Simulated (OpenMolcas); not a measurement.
# A workflow on C2H6Si (vinylsilane)

We compute a single-point energy (HF/ANO-R0), then a single-point energy (CASSCF(2,2)/ANO-R1), then the energy along one coordinate (CASPT2(2,2)/ANO-R1), then an energy scan (SC-NEVPT2(2,2)/ANO-R1), then the energy along one coordinate (MC-PDFT[tPBE](2,2)/ANO-R1) of C2H6Si (vinylsilane). 

The calculation is run with OpenMolcas 26.06.

### Step 1. Starting point

C2H6Si has 9 atoms, charge 0, and is taken as a singlet. SMILES: `C=C[SiH3]`. Geometry: relaxed at PBE0-D4/def2-TZVP.

Bond lengths: C1–C2 1.330 Å, C2–Si3 1.859 Å, C1–H4 1.087 Å, C1–H5 1.087 Å, C2–H6 1.089 Å, Si3–H7 1.488 Å, Si3–H8 1.487 Å, Si3–H9 1.488 Å. Some angles: C1–C2–Si3 123.1°, C1–C2–H6 118.1°, Si3–C2–H6 118.8°, C2–C1–H4 121.7°, C2–C1–H5 122.2°, C2–Si3–H7 110.8°, C2–Si3–H8 109.0°, C2–Si3–H9 110.8°, H4–C1–H5 116.1°, H7–Si3–H8 109.3°.

### Step 2. The energy at HF/ANO-R0 (sfX2C) (run 1)

The input, coord.xyz:

```xyz
9

C     -0.713700     0.870200    -1.048300
C     -0.071300     0.712500     0.105600
Si     0.560600    -0.932000     0.700100
H     -0.905700     0.033000    -1.713900
H     -1.076700     1.838600    -1.381500
H      0.089400     1.592000     0.727600
H      2.035800    -0.893900     0.893800
H      0.223400    -1.972400    -0.307300
H     -0.053200    -1.294300     2.006700
```

The input, step1.input:

```
&GATEWAY
 Coord=coord.xyz
 Basis=ANO-R0
 Group=NoSym

&SEWARD

&SCF
 PrOrbitals=0

&LOCALISATION
 Occupied
 Freeze
 Pipek-Mezey

&LOCALISATION
 FileOrb=$Project.LocOrb
 Virtual
 Pipek-Mezey
```

Run with:

```
$ export MOLCAS_MEM=1860
$ pymolcas step1.input > step1.log
```

Log:

```text
--- Start Module: gateway ---
[...]
--- Stop Module: gateway /rc=_RC_ALL_IS_WELL_ ---
[...]
      Basis functions           25
[...]
       Convergence after  10 Iterations
[...]
::    Total SCF energy                               -368.1403614041
[...]
      Total spin, S                                     0.0000000000
[...]
      Total electronic charge=   32.000000
      Total            charge=   -0.000000
[...]
      Dipole Moment (debye):
      Origin of the operator (angstrom)=    0.1134   -0.1342    0.1465
                   X= -6.4710E-01               Y=  1.6032E+00               Z= -6.3816E-01           Total=  1.8429E+00
      Quadrupole Moment (debye*angstrom):
[...]
--- Start Module: localisation ---
[...]
--- Stop Module: localisation /rc=_RC_ALL_IS_WELL_ ---
--- Start Module: localisation ---
[...]
--- Stop Module: localisation /rc=_RC_ALL_IS_WELL_ ---
[...]
```

It took 2.1 s on 1 thread of Arm Neoverse V2, shared host; peak memory 0.41 GiB.

### Step 3. The energy at CASSCF(2,2)/ANO-R1 (sfX2C, RICD fitting) (run 2)

coord.xyz is that of step 2.

The input, step2.input:

```
* C2H6Si CASSCF
>>> EXPORT MOLCAS_PRINT=2

&GATEWAY
  Coord=coord.xyz
  Basis=ANO-R0
  Group=NoSym

&SEWARD

&RASSCF
  FileOrb=$CurrDir/step1.LocOrb
  Alter=2
  1 12 16
  1 17 23
  Spin=1
  Nactel=2 0 0
  Inactive=15
  Ras2=2
  OrbListing=Nothing
>>> COPY $Project.RunFile RUNFIL1
>>> COPY $Project.RasOrb INPORB

&GATEWAY
  Coord=coord.xyz
  Basis=ANO-R1
  Group=NoSym
  RICD

&SEWARD
>>> COPY $Project.RunFile RUNFIL2

&EXPBAS

&RASSCF
  FileOrb=$Project.ExpOrb
  Spin=1
  Nactel=2 0 0
  Inactive=15
  Ras2=2
  OrbListing=Nothing
  OrbAppear=Compact
```

Run with:

```
$ export MOLCAS_MEM=1860
$ pymolcas step2.input > step2.log
```

Log:

```text
--- Start Module: gateway ---
[...]
--- Stop Module: gateway /rc=_RC_ALL_IS_WELL_ ---
[...]
      Basis functions           25
[...]
      Number of active orbitals                  2
[...]
      Spin quantum number                      0.0
[...]
      Active orbitals                            2
[...]
      Number of CSFs                             3
[...]
      Number of root(s) required                 1
[...]
      Convergence after 11 iterations
[...]
      printout of CI-coefficients larger than  0.05 for root  1
      energy=    -368.150800
      conf/sym  11     Coeff  Weight
             1  20   0.99599 0.99199
             3  02  -0.08950 0.00801
      Natural orbitals and occupation numbers for root  1
      sym 1:   1.983980   0.016020
      ************************************************************************************************************************
      *                                                    Final results                                                     *
[...]
::    RASSCF root number  1 Total energy:   -368.15080032
[...]
      Basis functions           76
[...]
--- Start Module: expbas ---
[...]
--- Stop Module: expbas /rc=_RC_ALL_IS_WELL_ ---
--- Start Module: rasscf ---
[...]
      Convergence after 14 iterations
[...]
      Natural orbitals and occupation numbers for root  1
      sym 1:   1.983408   0.016592
      ************************************************************************************************************************
      *                                                    Final results                                                     *
[...]
::    RASSCF root number  1 Total energy:   -368.81262680
[...]
      Total electronic charge=   32.000000
      Total            charge=   -0.000000
[...]
      Dipole Moment (debye):
      Origin of the operator (angstrom)=    0.1134   -0.1342    0.1465
                   X= -3.5741E-01               Y=  6.7492E-01               Z= -4.2894E-01           Total=  8.7593E-01
      Quadrupole Moment (debye*angstrom):
[...]
--- Stop Module: rasscf /rc=_RC_ALL_IS_WELL_ ---
[...]
```

Run time: 6.6 s. Hardware: 1 thread of Arm Neoverse V2, shared host; peak memory 0.41 GiB.

### Step 4. The energy along one coordinate at CASPT2(2,2)/ANO-R1 (sfX2C, RICD fitting, ipea shift 0.25 Eh, pt2 variant SS) (run 3)

The input, step3.inp:

```
* C2H6Si CASPT2
>>> COPY $CurrDir/step2.RasOrb $Project.RasOrb
>>> ForEach K in (1, 2, 3, 4, 5, 6, 7, 8, 9)

&GATEWAY
 Coord
 $CurrDir/point$K.xyz
 Basis
 ANO-R1
 Group
 NoSym
 RICD

&SEWARD

&RASSCF
 FileOrb
 $Project.RasOrb
 Spin
 1
 Nactel
 2 0 0
 Inactive
 15
 Ras2
 2
 OrbListing
 Nothing
 OrbAppear
 Compact

&CASPT2
 Imaginary
 0.2
 Frozen
 7
>>> EndDo
```

Run with:

```
$ export MOLCAS_MEM=1860
$ pymolcas step3.inp > step3.log
```

Log:

```text
[...]
      Basis functions           76
[...]
      Number of active orbitals                  2
[...]
      Spin quantum number                      0.0
[...]
      Active orbitals                            2
[...]
      Number of CSFs                             3
[...]
      Number of root(s) required                 1
[...]
      Convergence after  9 iterations
[...]
      Natural orbitals and occupation numbers for root  1
      sym 1:   1.988432   0.011568
      ************************************************************************************************************************
      *                                                    Final results                                                     *
[...]
::    RASSCF root number  1 Total energy:   -368.80150264
[...]
::    CASPT2 Root  1     Total energy:   -369.16774761
[...]
      Convergence after  9 iterations
[...]
      Natural orbitals and occupation numbers for root  1
      sym 1:   1.983388   0.016612
      ************************************************************************************************************************
      *                                                    Final results                                                     *
[...]
      Convergence after 10 iterations
[...]
      Natural orbitals and occupation numbers for root  1
      sym 1:   1.855816   0.144184
      ************************************************************************************************************************
      *                                                    Final results                                                     *
[...]
      Convergence after 10 iterations
[...]
      Natural orbitals and occupation numbers for root  1
      sym 1:   1.716418   0.283582
      ************************************************************************************************************************
      *                                                    Final results                                                     *
[...]
      Convergence after 10 iterations
[...]
      Natural orbitals and occupation numbers for root  1
      sym 1:   1.478533   0.521467
      ************************************************************************************************************************
      *                                                    Final results                                                     *
[...]
::    RASSCF root number  1 Total energy:   -368.65111241
[...]
::    CASPT2 Root  1     Total energy:   -369.00888293
[...]
      Convergence after 10 iterations
[...]
::    RASSCF root number  1 Total energy:   -368.64107327
[...]
::    CASPT2 Root  1     Total energy:   -368.99634783
[...]
```

Wall time 40 s (1 thread of Arm Neoverse V2, shared host); peak memory 0.086 GiB.

The scan, from its lowest point:

| H4–C1 (Å) | energy (kJ/mol) |
| --- | --- |
| 0.978 | 27.8 |
| 1.087 | 0.0 |
| 1.195 | 14.0 |
| 1.358 | 72.1 |
| 1.576 | 170.0 |
| 1.847 | 280.8 |
| 2.173 | 376.4 |
| 2.608 | 444.9 |
| 3.260 | 477.8 |

### Step 5. An energy scan at SC-NEVPT2(2,2)/ANO-R1 (sfX2C, RICD fitting, pt2 variant SC-NEVPT2) (run 4)

The input, step4.inp:

```
>>> COPY $CurrDir/step2.RasOrb $Project.RasOrb
>>> ForEach K in (1, 2, 3, 4, 5, 6, 7, 8, 9)

&GATEWAY
 Coord = $CurrDir/point$K.xyz
 Basis = ANO-R1
 Group = NoSym
 RICD

&SEWARD

&RASSCF
 FileOrb = $Project.RasOrb
 Spin = 1
 Nactel = 2 0 0
 Inactive = 15
 Ras2 = 2
 OrbListing = Nothing
 OrbAppear = Compact

&CASPT2
 SC-NEVPT2
 Frozen = 7
>>> EndDo
```

Run with:

```
$ export MOLCAS_MEM=1860
$ pymolcas step4.inp > step4.log
```

Log:

```text
[...]
      Basis functions           76
[...]
      Number of active orbitals                  2
[...]
      Spin quantum number                      0.0
[...]
      Active orbitals                            2
[...]
      Number of CSFs                             3
[...]
      Number of root(s) required                 1
[...]
      Convergence after  9 iterations
[...]
      printout of CI-coefficients larger than  0.05 for root  1
      energy=    -368.801503
      conf/sym  11     Coeff  Weight
             1  20   0.99710 0.99422
             3  02  -0.07605 0.00578
      Natural orbitals and occupation numbers for root  1
      sym 1:   1.988432   0.011568
      ************************************************************************************************************************
      *                                                    Final results                                                     *
[...]
::    RASSCF root number  1 Total energy:   -368.80150264
[...]
      E2 (Variational):          -0.3629090257
[...]
::    SC-NEVPT2 Root  1     Total energy:   -369.16437362
[...]
      Convergence after  9 iterations
[...]
      Natural orbitals and occupation numbers for root  1
      sym 1:   1.983388   0.016612
      ************************************************************************************************************************
      *                                                    Final results                                                     *
[...]
      Convergence after 10 iterations
[...]
      Natural orbitals and occupation numbers for root  1
      sym 1:   1.855816   0.144184
      ************************************************************************************************************************
      *                                                    Final results                                                     *
[...]
      Convergence after 10 iterations
[...]
      Natural orbitals and occupation numbers for root  1
      sym 1:   1.716418   0.283582
      ************************************************************************************************************************
      *                                                    Final results                                                     *
[...]
      Convergence after 10 iterations
[...]
::    RASSCF root number  1 Total energy:   -368.65111241
[...]
::    SC-NEVPT2 Root  1     Total energy:   -369.00543067
[...]
      Convergence after 10 iterations
[...]
::    RASSCF root number  1 Total energy:   -368.64107327
[...]
      E2 (Variational):          -0.3521467068
[...]
      Reference weight:           0.87301
[...]
::    SC-NEVPT2 Root  1     Total energy:   -368.99321998
[...]
```

Wall time 38 s (1 thread of Arm Neoverse V2, shared host); peak memory 0.086 GiB.

The scan, from its lowest point:

| H4–C1 (Å) | energy (kJ/mol) |
| --- | --- |
| 0.978 | 28.8 |
| 1.087 | 0.0 |
| 1.195 | 13.2 |
| 1.358 | 70.2 |
| 1.576 | 167.5 |
| 1.847 | 279.1 |
| 2.173 | 376.5 |
| 2.608 | 446.1 |
| 3.260 | 478.1 |

### Step 6. An energy scan at MC-PDFT[tPBE](2,2)/ANO-R1 (sfX2C, RICD fitting) (run 5)

The input, step5.inp:

```
* C2H6Si MC-PDFT
>>> COPY $CurrDir/step2.RasOrb $Project.RasOrb
>>> ForEach K in (1, 2, 3, 4, 5, 6, 7, 8, 9)

&GATEWAY
 COORD=$CurrDir/point$K.xyz
 BASIS=ANO-R1
 GROUP=NoSym
 RICD

&SEWARD

&RASSCF
 FILEORB=$Project.RasOrb
 SPIN=1
 NACTEL=2 0 0
 INACTIVE=15
 RAS2=2
 ORBLISTING=Nothing
 ORBAPPEAR=Compact

&MCPDFT
 KSDFT=T:PBE
>>> EndDo
```

Run with:

```
$ export MOLCAS_MEM=1860
$ pymolcas step5.inp > step5.log
```

Log:

```text
--- Start Module: gateway ---
[...]
      Basis functions           76
[...]
      Number of active orbitals                  2
[...]
      Spin quantum number                      0.0
[...]
      Active orbitals                            2
[...]
      Number of CSFs                             3
[...]
      Number of root(s) required                 1
[...]
      Convergence after  9 iterations
[...]
      printout of CI-coefficients larger than  0.05 for root  1
      energy=    -368.801503
      conf/sym  11     Coeff  Weight
             1  20   0.99710 0.99422
             3  02  -0.07605 0.00578
      Natural orbitals and occupation numbers for root  1
      sym 1:   1.988432   0.011568
      ************************************************************************************************************************
      *                                                    Final results                                                     *
[...]
::    RASSCF root number  1 Total energy:   -368.80150264
[...]
::    MCPDFT root number  1 Total energy:   -369.64449908
[...]
      Convergence after  9 iterations
[...]
      Natural orbitals and occupation numbers for root  1
      sym 1:   1.983388   0.016612
      ************************************************************************************************************************
      *                                                    Final results                                                     *
[...]
      Convergence after 10 iterations
[...]
      Natural orbitals and occupation numbers for root  1
      sym 1:   1.855816   0.144184
      ************************************************************************************************************************
      *                                                    Final results                                                     *
[...]
      Convergence after 10 iterations
[...]
      Natural orbitals and occupation numbers for root  1
      sym 1:   1.716418   0.283582
      ************************************************************************************************************************
      *                                                    Final results                                                     *
[...]
      Convergence after 10 iterations
[...]
::    RASSCF root number  1 Total energy:   -368.65111241
[...]
::    MCPDFT root number  1 Total energy:   -369.47740234
[...]
      Convergence after 10 iterations
[...]
::    RASSCF root number  1 Total energy:   -368.64107327
[...]
      Total electronic charge=   32.000000
      Total            charge=   -0.000000
[...]
::    MCPDFT root number  1 Total energy:   -369.46394866
[...]
```

Run time: 47 s. Hardware: 1 thread of Arm Neoverse V2, shared host; peak memory 0.086 GiB.

The scan, from its lowest point:

| H4–C1 (Å) | energy (kJ/mol) |
| --- | --- |
| 0.978 | 28.4 |
| 1.087 | 0.0 |
| 1.195 | 13.1 |
| 1.358 | 70.0 |
| 1.576 | 168.2 |
| 1.847 | 283.5 |
| 2.173 | 388.4 |
| 2.608 | 467.1 |
| 3.260 | 502.4 |

### Step 7. Summary of results

| quantity | value |
| --- | --- |
| run 1, HF/ANO-R0: total energy | -368.14036 Eh |
| run 1, HF/ANO-R0: dipole moment | 1.84 D |
| run 1, HF/ANO-R0: HOMO energy | -12.27 eV |
| run 1, HF/ANO-R0: LUMO energy | 2.94 eV |
| run 1, HF/ANO-R0: HOMO–LUMO gap | 15.20 eV |
| run 2, CASSCF(2,2)/ANO-R1: total energy | -368.81263 Eh |
| run 2, CASSCF(2,2)/ANO-R1: dipole moment (CASSCF density) | 0.88 D |
| run 3, CASPT2(2,2)/ANO-R1: lowest energy of the scan | -369.17835 Eh |
| run 4, SC-NEVPT2(2,2)/ANO-R1: lowest energy of the scan | -369.17533 Eh |
| run 5, MC-PDFT[tPBE](2,2)/ANO-R1: lowest energy of the scan | -369.65532 Eh |

What this shows: Mulliken charges (run 1, HF/ANO-R0) run from -0.56 on C1 to +0.30 on H5.
